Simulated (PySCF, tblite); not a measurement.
Isomers of C5H9 (doublet state), one GFN2-xTB conformer each. Single-point energies are computed at B3LYP/pcH-1 (PySCF, gas phase, no added dispersion term), electronic only. GFN2-xTB treats the open shell by occupation alone, and not every SCF solution was tested for stability.

Task: Rank them by B3LYP/pcH-1 energy, lowest first (kcal/mol).
A. `[CH2:1][CH2:2][CH:3]1[CH2:4][CH2:5]1` (doublet state) with H–C1–C2–C3 31° and -153°, C1–C2–C3–C4 -83°
B. `[CH:1]1[CH2:2][CH2:3][CH2:4][CH2:5]1` (doublet state) with C5–C1–C2–C3 -11°, C1–C2–C3–C4 30°, C2–C3–C4–C5 -37°, C3–C4–C5–C1 30°
C. `[CH2:1]=[C:2][CH2:3][CH2:4][CH3:5]` (doublet state) with C1–C2–C3–C4 3°, C2–C3–C4–C5 -179°
D. `[CH2:1][C:2](=[CH2:3])[CH2:4][CH3:5]` (doublet state) with H–C1–C2–C3 180° and 0°, C1–C2–C4–C5 89°

Result: B (0.0), D (0.6), C (22.6), A (23.9).

As drawn, the highest has a three-membered ring, which the lowest lacks. Neighbours under 5.0 kcal/mol apart ([CH]1CCCC1 and [CH2]C(=C)CC; C=[C]CCC and [CH2]CC1CC1) can change places with a better method, another conformer or zero-point energy. GFN2-xTB itself gives, in the same order: 0.0, 13.2, 34.6, 28.6. Both levels put the same isomer lowest; measured from each level's own lowest isomer, the values differ by up to 12.6 kcal/mol ([CH2]C(=C)CC: 13.2 against 0.6).

Task: What happens when harmonic zero-point energies from GFN2-xTB frequencies are added?

Result: 
| SMILES | ZPE (kcal/mol) | electronic (kcal/mol) | with ZPE (kcal/mol) |
| --- | --- | --- | --- |
| [CH]1CCCC1 | 77.7 | 0.0 | 1.2 |
| [CH2]C(=C)CC | 75.9 | 0.6 | 0.0 |
| C=[C]CCC | 75.6 | 22.6 | 21.7 |
| [CH2]CC1CC1 | 75.7 | 23.9 | 23.2 |

The zero-point energies span 2.1 kcal/mol. [CH2]C(=C)CC becomes the lowest.

Task: As an exercise, what shares would exp(−E/RT) give at 2000 K from these electronic energies alone (no entropy, no degeneracies)?

Result: RT = 3.974 kcal/mol: [CH]1CCCC1 53.5 %, [CH2]C(=C)CC 46.2 %, C=[C]CCC 0.2 %, [CH2]CC1CC1 0.1 %.
